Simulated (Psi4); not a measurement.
# SiH3O (SMILES O[SiH2]), step by step, part 2 of 2

Psi4 1.11. The steps go on from the part before.

### 4 The energy at UMP2/cc-pVTZ (density fitting, density fitting for correlation) (run 3)

Contents of input.dat:

```
memory 1600 mb

molecule {
  0 2
  O      0.550365    -0.436351     0.829530
  Si     0.014336     0.340565    -0.546266
  H      0.658806    -1.390241     0.757393
  H     -1.300486    -0.204561    -1.015736
  H     -0.151735     1.766176    -0.157107
  units angstrom
}

set basis cc-pVTZ
set reference uhf
set freeze_core true

result, w = energy('mp2', return_wfn=True)
```

Run with:

```
$ psi4 -i input.dat -o output.dat -n 1
```

output.dat, shortened:

```text
[...]
  Running in c1 symmetry.
[...]
  Nuclear repulsion =   56.975864989620121
[...]
  Multiplicity = 2
[...]
  Nalpha       = 13
  Nbeta        = 12
[...]
    Number of basis functions: 106
[...]
   @DF-UHF iter   1:  -365.49207046690549   -6.85887e-01   4.24005e-03 DIIS/ADIIS
[...]
   @DF-UHF iter  13:  -365.58256134214457   -6.65068e-12   6.16985e-09 DIIS
[...]
   @S^2 Observed:                7.543299768E-01
[...]
  @DF-UHF Final Energy:  -365.58256134214457
   => Energetics <=
    Nuclear Repulsion Energy =             56.9758649896201206
    One-Electron Energy =                -619.6804659246224674
    Two-Electron Energy =                 197.1220395928577318
    Total Energy =                       -365.5825613421445723
  UHF NO Occupations:
  HONO-2 :   11  A 1.9996554
  HONO-1 :   12  A 1.9984149
[...]
```

Wall time 5.4 s (1 thread of Intel Xeon Platinum 8375C at 2.90GHz (Ice Lake), shared host); peak memory 0.31 GiB.

### 5 The vertical excitations at TD-wB97X-D/6-31G(d) (density fitting, Cartesian functions, save jk yes) (run 4)

Contents of input.inp:

```
memory 1600 mb

molecule {
  0 2
  O
  Si 1 1.668454
  H 1 0.962741 2 115.83437
  H 2 1.498773 1 111.76312 3 57.7056
  H 2 1.487075 4 109.43177 1 -116.43059
  symmetry c1
}

set {
  basis     6-31G*
  reference uks
  save_jk   true
}

from psi4.driver.procrouting.response.scf_response import tdscf_excitations
e_tot, wfn = energy('wb97x-d', return_wfn=True)
states = tdscf_excitations(wfn, states=4, tda=False)
```

Run with:

```
$ psi4 -n 1 input.inp input.out
```

input.out:

```text
Psi4 1.11 release

   => Loading Basis Set <=

    Name: 6-31G*
    Role: ORBITAL
    Keyword: BASIS

   => WB97X-D: Empirical Dispersion <=

    Chai and Head-Gordon Dispersion Correction

        s6 =       1.000000

         ---------------------------------------------------------
                                   SCF
                              UKS Reference
                        1 Threads,   1525 MiB Core
         ---------------------------------------------------------

  ==> Geometry <==

    Molecular point group: c1
    Full point group: C1

    Geometry (in Angstrom), charge = 0, multiplicity = 2:

       Center              X                  Y                   Z               Mass
    ------------   -----------------  -----------------  -----------------  -----------------
         O            0.027096680193    -0.003850186076    -1.076231905949    15.994914619570
         SI           0.027096680193    -0.003850186076     0.592222094051    27.976926534650
         H            0.027096680193     0.862672098005    -1.495766605674     1.007825032230
         H           -1.149536079854     0.739825215110     1.147922329056     1.007825032230
         H           -0.059800452638    -1.434512032803     0.988514441000     1.007825032230

  Running in c1 symmetry.

  Rotational constants: A =      3.69287  B =      0.49464  C =      0.45988 [cm^-1]
  Rotational constants: A = 110709.59621  B =  14828.83634  C =  13786.91663 [MHz]
  Nuclear repulsion =   56.975872192042630

  Charge       = 0
  Multiplicity = 2
  Electrons    = 25
  Nalpha       = 13
  Nbeta        = 12

  ==> Algorithm <==

  SCF Algorithm Type is DF.
  DIIS enabled.
  MOM disabled.
  Fractional occupation disabled.
  Guess Type is SAD.
  Energy threshold   = 1.00e-06
  Density threshold  = 1.00e-06
  Integral threshold = 1.00e-12

  ==> Primary Basis <==

  Basis Set: 6-31G*
    Blend: 6-31G*
    Number of shells: 20
    Number of basis functions: 40
    Number of Cartesian functions: 40
    Spherical Harmonics?: false
    Max angular momentum: 2

  ==> DFT Potential <==

   => LibXC <=

    Version 7.1.2

   => Composite Functional: WB97X-D <=

    wB97X-D Hyb-GGA Exchange-Correlation Functional

    Deriv               =              1
    GGA                 =           TRUE
    Meta                =          FALSE

    Exchange Hybrid     =           TRUE
    MP2 Hybrid          =          FALSE

   => Exchange-Correlation Functionals <=

    1.0000   wB97X-D range-separated functional

   => Exact (HF) Exchange <=

    0.7780            HF,LR [omega = 0.2000]
    0.2220               HF

   => LibXC Density Thresholds  <==

    XC_HYB_GGA_XC_WB97X_D:  1.00E-14

   => Molecular Quadrature <=

    Radial Scheme          =       TREUTLER
    Pruning Scheme         =           NONE
    Nuclear Scheme         =       TREUTLER

    Blocking Scheme        =         OCTREE
    BS radius alpha        =              1
    Pruning alpha          =              1
    Radial Points          =             75
    Spherical Points       =            302
    Total Points           =         109231
    Total Blocks           =            880
    Max Points             =            256
    Max Functions          =             40
    Weights Tolerance      =       1.00E-15

   => Loading Basis Set <=

    Name: (6-31G* AUX)
    Role: JKFIT
    Keyword: DF_BASIS_SCF

  ==> Integral Setup <==

  DFHelper Memory: AOs need 0.011 GiB; user supplied 1.000 GiB.
  SCF_SUBTYPE=INCORE selected. In-core MEM_DF algorithm will be used.
  Using in-core AOs.

  ==> MemDFJK: Density-Fitted J/K Matrices <==

    J tasked:                   Yes
    K tasked:                   Yes
    wK tasked:                  Yes
    Omega:                2.000E-01
    Memory [MiB]:              1023
    Algorithm:                 Core
    Schwarz Cutoff:           1E-12
    Mask sparsity (%):       0.1250
    Fitting Condition:        1E-10

   => Auxiliary Basis Set <=

  Basis Set: (6-31G* AUX)
    Blend: CC-PVDZ-JKFIT
    Number of shells: 87
    Number of basis functions: 286
    Number of Cartesian functions: 286
    Spherical Harmonics?: false
    Max angular momentum: 3

  Cached 100.0% of DFT collocation blocks in 0.118 [GiB].

  Minimum eigenvalue in the overlap matrix is 9.5417535481E-03.
  Reciprocal condition number of the overlap matrix is 1.7790363287E-03.
    Using symmetric orthogonalization.

  ==> Pre-Iterations <==

  SCF Guess: Superposition of Atomic Densities via on-the-fly atomic UHF (no occupation information).

   -------------------------
    Irrep   Nso     Nmo
   -------------------------
     A         40      40
   -------------------------
    Total      40      40
   -------------------------

  ==> Iterations <==

                           Total Energy        Delta E     RMS |[F,P]|

   @DF-UKS iter SAD:  -365.82966518421665   -3.65830e+02   0.00000e+00
   @DF-UKS iter   1:  -366.31925889493891   -4.89594e-01   1.39468e-02 DIIS/ADIIS
   @DF-UKS iter   2:  -366.25900767206656    6.02512e-02   1.74812e-02 DIIS/ADIIS
   @DF-UKS iter   3:  -366.43913862552495   -1.80131e-01   6.74178e-04 DIIS/ADIIS
   @DF-UKS iter   4:  -366.43961113606707   -4.72511e-04   1.76952e-04 DIIS/ADIIS
   @DF-UKS iter   5:  -366.43966121648742   -5.00804e-05   3.81337e-05 DIIS
   @DF-UKS iter   6:  -366.43966515293175   -3.93644e-06   1.13473e-05 DIIS
   @DF-UKS iter   7:  -366.43966563874756   -4.85816e-07   3.64321e-06 DIIS
   @DF-UKS iter   8:  -366.43966569197852   -5.32310e-08   1.01576e-06 DIIS
   @DF-UKS iter   9:  -366.43966569663905   -4.66054e-09   2.73462e-07 DIIS
  Energy and wave function converged.

  ==> Post-Iterations <==

   Electrons on quadrature grid:
      Nalpha   =   12.9999972343 ; deviation = -2.766e-06
      Nbeta    =   11.9999974888 ; deviation = -2.511e-06
      Ntotal   =   24.9999947231 ; deviation = -5.277e-06

   @Spin Contamination Metric:   1.514715546E-03
   @S^2 Expected:                7.500000000E-01
   @S^2 Observed:                7.515147155E-01
   @S   Expected:                5.000000000E-01
   @S   Observed:                5.000000000E-01

    Orbital Energies [Eh]
    ---------------------

    Alpha Occupied:

       1A    -66.300612     2A    -19.285110     3A     -5.415030
       4A     -3.762067     5A     -3.759261     6A     -3.757460
       7A     -1.110096     8A     -0.657088     9A     -0.553041
      10A     -0.470620    11A     -0.452186    12A     -0.408805
      13A     -0.277689

    Alpha Virtual:

      14A      0.080158    15A      0.153831    16A      0.184888
      17A      0.207363    18A      0.263086    19A      0.311541
      20A      0.325953    21A      0.425659    22A      0.630550
      23A      0.662194    24A      0.720760    25A      0.735937
      26A      0.878286    27A      0.959972    28A      1.041246
      29A      1.074456    30A      1.182705    31A      1.204094
      32A      1.267126    33A      1.367795    34A      1.828801
      35A      1.932212    36A      2.009494    37A      2.476903
      38A      2.646561    39A      3.003453    40A      3.714540

    Beta Occupied:

       1A    -66.297712     2A    -19.282016     3A     -5.411857
       4A     -3.757582     5A     -3.755559     6A     -3.753525
       7A     -1.102066     8A     -0.645441     9A     -0.537586
      10A     -0.460642    11A     -0.430921    12A     -0.399066

    Beta Virtual:

      13A     -0.026755    14A      0.089041    15A      0.169002
      16A      0.191581    17A      0.215026    18A      0.263762
      19A      0.320599    20A      0.344503    21A      0.437888
      22A      0.651771    23A      0.692857    24A      0.752626
      25A      0.763052    26A      0.889074    27A      0.970216
      28A      1.046999    29A      1.079413    30A      1.194505
      31A      1.213993    32A      1.271708    33A      1.370471
      34A      1.834253    35A      1.937858    36A      2.018465
      37A      2.480705    38A      2.651789    39A      3.021737
      40A      3.719324

    Final Occupation by Irrep:
              A
    DOCC [    12 ]
    SOCC [     1 ]
    NA   [    13 ]
    NB   [    12 ]

  @DF-UKS Final Energy:  -366.43966569663905

   => Energetics <=

    Nuclear Repulsion Energy =             56.9758721920426296
    One-Electron Energy =                -619.8041390096620944
    Two-Electron Energy =                 218.2748596266401080
    DFT Exchange-Correlation Energy =     -21.8856268802423735
    Empirical Dispersion Energy =          -0.0006316254173147
    VV10 Nonlocal Energy =                  0.0000000000000000
    Total Energy =                       -366.4396656966390537

  UHF NO Occupations:
  HONO-2 :   11  A 1.9999091
  HONO-1 :   12  A 1.9994297
  HONO-0 :   13  A 1.0000000
  LUNO+0 :   14  A 0.0005703
  LUNO+1 :   15  A 0.0000909
  LUNO+2 :   16  A 0.0000611
  LUNO+3 :   17  A 0.0000203

Computation Completed

Properties will be evaluated at   0.000000,   0.000000,   0.000000 [a0]

Properties computed using the SCF density matrix

 Multipole Moments:

 ------------------------------------------------------------------------------------
     Multipole            Electronic (a.u.)      Nuclear  (a.u.)        Total (a.u.)
 ------------------------------------------------------------------------------------

 L = 1.  Multiply by 2.5417464519 to convert [e a0] to [Debye]
 Dipole X            :          1.1000465           -1.1075928           -0.0075463
 Dipole Y            :          0.4308249            0.1573786            0.5882036
 Dipole Z            :         -0.6240978            0.6083486           -0.0157492
 Magnitude           :                                                    0.5884627

 ------------------------------------------------------------------------------------

	total time  =          4 seconds =       0.07 minutes

******************************************************************************************
**********                               WARNING                                **********
**********       The names of excited state variables changed between 1.5       **********
**********     and 1.6. For a quick solution, remove the symmetry specifier     **********
**********   from the variable name. For full details, see 'Notes on Psivars'   **********
**********                        in the documentation.                         **********
******************************************************************************************

         ---------------------------------------------------------
                         TDSCF excitation energies
         ---------------------------------------------------------

  ==> Options <==

     Residual threshold  : 1.0000e-04
     Initial guess       : denominators
     Reference           : UHF
     Solver type         : RPA (Hamiltonian)

  ==> Requested Excitations <==

      4 singlet states with A symmetry

  ==> Seeking the lowest 4 singlet states with A symmetry

                        Generalized Hamiltonian Solver

  ==> Options <==

    Max number of iterations        = 60
    Eigenvector tolerance           = 1.0000e-04
    Max number of expansion vectors = 800

  => Iterations <=
                              Max[D[value]]     Max[|R|]   # vectors
  HamiltonianSolver iter   1:   2.45346e-01  1.93149e-01     16
  HamiltonianSolver iter   2:   1.00040e-02  5.70163e-02     24
  HamiltonianSolver iter   3:   9.58151e-04  1.78247e-02     32
  HamiltonianSolver iter   4:   8.82770e-05  5.08541e-03     40
  HamiltonianSolver iter   5:   5.62535e-06  1.37478e-03     48
  HamiltonianSolver iter   6:   3.97382e-07  3.31150e-04     56
  HamiltonianSolver iter   7:   1.95559e-08  6.23479e-05     60      Converged

******************************************************************************************
**********                               WARNING                                **********
**********  Length-gauge rotatory strengths are **NOT** gauge-origin invariant  **********
******************************************************************************************

                                    Excitation Energy         Total Energy        Oscillator Strength             Rotatory Strength
     #   Sym: GS->ES (Trans)        au              eV              au          au (length)    au (velocity)    au (length)    au (velocity)
    ---- -------------------- --------------- --------------- --------------- --------------- --------------- --------------- ---------------
     1        A->A (1 A)       0.16286         4.43158        -366.27681       0.0237          0.0258          0.0359          0.0423
     2        A->A (1 A)       0.17735         4.82590        -366.26232       0.0085          0.0085         -0.0497         -0.0363
     3        A->A (1 A)       0.21654         5.89233        -366.22313       0.0306          0.0272          0.0491          0.0352
     4        A->A (1 A)       0.23596         6.42072        -366.20371       0.0117          0.0117          0.0074          0.0151

Contributing excitations and de-excitations
Only contributions with abs(coeff) > 1.00e-01 will be printed:

Excited State    1 (1 A):   0.16286 au   279.77 nm f = 0.0237
Alpha orbitals:
  Sums of squares: Xssq =  9.842515e-01; Yssq =  3.548367e-04; Xssq - Yssq =  9.838967e-01
     13a (a) ->  14a (a)    0.987491 (97.514%)
Beta orbitals:
  Sums of squares: Xssq =  1.681225e-02; Yssq =  7.089208e-04; Xssq - Yssq =  1.610333e-02
     12a (b) ->  13a (b)   -0.109466 ( 1.198%)

Excited State    2 (1 A):   0.17735 au   256.91 nm f = 0.0085
Alpha orbitals:
  Sums of squares: Xssq =  1.732037e-02; Yssq =  1.359495e-03; Xssq - Yssq =  1.596087e-02
     13a (a) ->  14a (a)   -0.103002 ( 1.061%)
Beta orbitals:
  Sums of squares: Xssq =  9.845384e-01; Yssq =  4.993033e-04; Xssq - Yssq =  9.840391e-01
     11a (b) ->  13a (b)   -0.100957 ( 1.019%)
     12a (b) ->  13a (b)   -0.982538 (96.538%)

Excited State    3 (1 A):   0.21654 au   210.42 nm f = 0.0306
Alpha orbitals:
  Sums of squares: Xssq =  2.784428e-02; Yssq =  2.689965e-03; Xssq - Yssq =  2.515431e-02
Beta orbitals:
  Sums of squares: Xssq =  9.756170e-01; Yssq =  7.712937e-04; Xssq - Yssq =  9.748457e-01
     10a (b) ->  13a (b)    0.186344 ( 3.472%)
     11a (b) ->  13a (b)   -0.952781 (90.779%)
     12a (b) ->  14a (b)    0.112869 ( 1.274%)

Excited State    4 (1 A):   0.23596 au   193.10 nm f = 0.0117
Alpha orbitals:
  Sums of squares: Xssq =  5.007045e-02; Yssq =  1.403677e-03; Xssq - Yssq =  4.866678e-02
     13a (a) ->  15a (a)   -0.174746 ( 3.054%)
Beta orbitals:
  Sums of squares: Xssq =  9.518696e-01; Yssq =  5.364011e-04; Xssq - Yssq =  9.513332e-01
     10a (b) ->  13a (b)   -0.952870 (90.796%)
     11a (b) ->  13a (b)   -0.167992 ( 2.822%)

******************************************************************************************
**********                               WARNING                                **********
**********       The names of excited state variables changed between 1.5       **********
**********     and 1.6. For a quick solution, remove the symmetry specifier     **********
**********   from the variable name. For full details, see 'Notes on Psivars'   **********
**********                        in the documentation.                         **********
******************************************************************************************

    Psi4 run time: 0:00:15.90
```

Wall time 18 s (1 thread of Intel Xeon Platinum 8375C at 2.90GHz (Ice Lake), shared host); peak memory 0.34 GiB.

The roots found:

```csv
excited state,energy (eV),strength,label
1,4.432,0.0237,A 1
2,4.826,0.0085,A 1
3,5.892,0.0306,A 1
4,6.421,0.0117,A 1
```

### 6 Outcome

This closing draws on all 2 parts.

| quantity | value |
| --- | --- |
| run 1, U-wB97X-D/6-31G*: total energy at the end | -366.43967 Eh |
| run 1, U-wB97X-D/6-31G*: dipole moment | 1.50 D |
| run 1, U-wB97X-D/6-31G*: HOMO energy (highest over α and β) | -7.56 eV |
| run 1, U-wB97X-D/6-31G*: LUMO energy (lowest over α and β) | -0.73 eV |
| run 1, U-wB97X-D/6-31G*: dispersion energy | -1.66 kJ/mol |
| run 1, U-wB97X-D/6-31G*: ⟨S²⟩ | 0.752 |
| run 2, U-wB97X-D/6-31G*: lowest harmonic wavenumber | 298 cm⁻¹ |
| run 2, U-wB97X-D/6-31G*: highest harmonic wavenumber | 3902 cm⁻¹ |
| run 2, U-wB97X-D/6-31G*: zero-point energy | 76.8 kJ/mol |
| run 2, U-wB97X-D/6-31G*: ideal-gas entropy at 400 K (symmetry number 1 as used) | 65.4 cal/(mol K) |
| run 3, UMP2/cc-pVTZ: total energy | -365.93405 Eh |
| run 3, UMP2/cc-pVTZ: HOMO energy (Hartree–Fock orbitals) (highest over α and β) | -9.04 eV |
| run 3, UMP2/cc-pVTZ: LUMO energy (Hartree–Fock orbitals) (lowest over α and β) | 1.64 eV |
| run 3, UMP2/cc-pVTZ: correlation energy (6 core orbitals frozen) | -351.5 mEh |
| run 3, UMP2/cc-pVTZ: ⟨S²⟩ of the reference determinant | 0.754 |
| run 4, TD-wB97X-D/6-31G*: ground-state or mean-field energy | -366.43967 Eh |
| run 4, TD-wB97X-D/6-31G*: dipole moment (wB97X-D Kohn–Sham density) | 1.50 D |
| run 4, TD-wB97X-D/6-31G*: HOMO energy (wB97X-D Kohn–Sham orbitals) (highest over α and β) | -7.56 eV |
| run 4, TD-wB97X-D/6-31G*: LUMO energy (wB97X-D Kohn–Sham orbitals) (lowest over α and β) | -0.73 eV |
| run 4, TD-wB97X-D/6-31G*: dispersion energy | -1.66 kJ/mol |
| run 4, TD-wB97X-D/6-31G*: ⟨S²⟩ of the reference determinant | 0.752 |
| run 4, TD-wB97X-D/6-31G*: lowest excitation energy | 4.43 eV |

The optimisation (run 1, U-wB97X-D/6-31G*) took 6 steps and changed the energy by -0.092 eV. All 9 modes (run 2, U-wB97X-D/6-31G*) are real, so the shape is a minimum at this level. The brightest of the 4 transitions from the ground state lies at 5.89 eV (210 nm, f = 0.031); the lowest, at 4.43 eV, has f = 0.024.
